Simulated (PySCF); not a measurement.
Reaction (SMILES): ClC=C → C=[C-]Cl + H+
B3LYP-D3(BJ)/def2-TZVP geometries, fixed; electronic energies without zero-point terms.

Effect of the grid level at r2SCAN/def2-SVP with PySCF, against the last row, where the deprotonation energy is 399.35 kcal/mol. The proton leaves the site shown, which need not be the most acidic. Cost is core time over that of grids.level: 0, rough, on shared machines of one kind.

```
setting         grid points, largest species  largest shift of a total energy (mEh)  shift of the deprotonation energy (kcal/mol)  cost
--------------  ----------------------------  -------------------------------------  --------------------------------------------  ----
grids.level: 0                          5656                                 71.679                                        -0.584    1×
grids.level: 1                         24096                                  1.629                                        -0.002    1×
grids.level: 2                         50280                                 -0.321                                        -0.009    1×
grids.level: 3                         76544                                 -0.046                                        -0.002    2×
grids.level: 4                        133032                                  0.041                                         0.002    2×
grids.level: 5                        199624                                  0.009                                         0.000    4×
grids.level: 7                        408848                                  0.000                                         0.000    7×
```

Within 0.3 kcal/mol in the deprotonation energy: grids.level: 1; grids.level: 2; grids.level: 3; grids.level: 4; grids.level: 5. The largest shift is 71.679 mEh in a total energy and 0.584 kcal/mol in the difference.
